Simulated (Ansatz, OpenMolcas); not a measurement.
C2H5O−: a line through the functionals

C2H5O− has 8 atoms, charge -1, and is taken as a singlet. As SMILES, `CC[O-]`. The shape is that of a PBE0-D4/def2-TZVPD optimisation.

The HOMO–LUMO gap y, in eV, basis def2-SVPD; a is the functional's share of exact exchange. Programs: Ansatz 0.2.0, OpenMolcas 26.06.

| functional | program | a | y (eV) |
| --- | --- | --- | --- |
| PBE | Ansatz | 0 | 2.72 |
| TPSS | OpenMolcas | 0 | 2.93 |
| B3LYP | Ansatz | 0.2 | ? |
| PBE0 | Ansatz | 0.25 | 4.61 |
| r2SCAN0 | Ansatz | 0.25 | 5.25 |
| BHLYP | Ansatz | 0.5 | 6.37 |

**Question.** Fit y = c + s·a to the known rows and predict B3LYP.

**Answer.** 
1. Means of the 5 rows: a = 0.2000, y = 4.376.
2. Σ(Δa)² = 0.175, Σ(Δa·Δy) = 1.274, so the slope is 1.274/0.175 = 7.28.
3. Intercept: 4.376 − (7.28) × 0.2000 = 2.920. The largest residual of the fit is 0.51.
4. B3LYP: 2.920 + (7.28) × 0.2 = 4.38 eV.

The run gave 4.17 eV, so the prediction is off by +0.21 eV, within the largest residual. Exact exchange lowers occupied levels and raises empty ones. The rows mix families of semi-local functionals, which the line can't see.
